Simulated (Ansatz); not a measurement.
How far a parabola holds: energy against volume of bcc Ta

We consider bcc Ta, described by revPBE (Ansatz, a first-principles code, PAW). Numerical settings: plane-wave cutoff 520 eV, 24×24×24 k mesh, Fermi–Dirac smearing 0.05 eV, scalar-relativistic PAW data made under PBE. The cell has no free parameter but its volume, all volumes share cutoff and mesh, and the runs aren't spin-polarised. Energies are free energies at the run's smearing, counted from the lowest row; static lattice.

```csv
V (Å³/atom),E (meV/atom)
17.774,18.69
18.145,4.54
18.515,0.00
18.885,4.18
19.256,16.27
19.626,?
```

Fit E of the 5 rows that show it with a parabola. With u = V - 18.5, the rows have u = -0.7260, -0.3550, 0.0150, 0.3850, 0.7560. Least squares gives E = 0.029 - 2.3591·u + 31.8332·u². Residuals (row less fit): 0.170, -0.338, -0.001, 0.341, -0.169; standard error 0.380 (degrees of freedom: 2). The fitted curve has its minimum at V = 18.5, where E = -0.01. Its curvature is d²E/dV² = 2 × 31.8332 meV/Å⁶, so B = V0·d²E/dV² × 0.1602 = 189 GPa.

Question: Predict the withheld E at V = 19.626 from the fit, and compare with the calculation.

Answer: u = 1.1260, so E = 0.029 - 2.3591 × 1.1260 + 31.8332 × 1.1260² = 37.733 meV/atom. The calculation gives 35.56 meV/atom, 2.173 meV/atom below the prediction (6.1 % of the range of E in the table). The row lies outside the fitted rows, so this is an extrapolation. From the scatter of the fitted rows alone, a prediction at this place has a standard error of 0.897 meV/atom, so the miss is 2.4 times that.

The residuals are curvature that a parabola lacks, not noise. A solid that stiffens under compression and softens on expansion lies above the parabola at the compressed end and under it at the expanded end, as this row does. A third-order Birch-Murnaghan fit to the whole scan has B0 = 188 GPa. Only scans are tabulated whose curvature falls smoothly with volume, and where the parabola meets the shown rows within 5 % of their range and misses the end by 0.1 meV or more.

Measured, for comparison: bulk modulus 198 GPa (corrected for temperature and zero-point phonon effects, sources range from 194 to 203; as tabulated in Levämäki et al. (2014), arXiv:1402.3671). Computed less measured: bulk modulus -5 % (-3.1 % to -7 % over the range).

Spin–orbit coupling is not included.
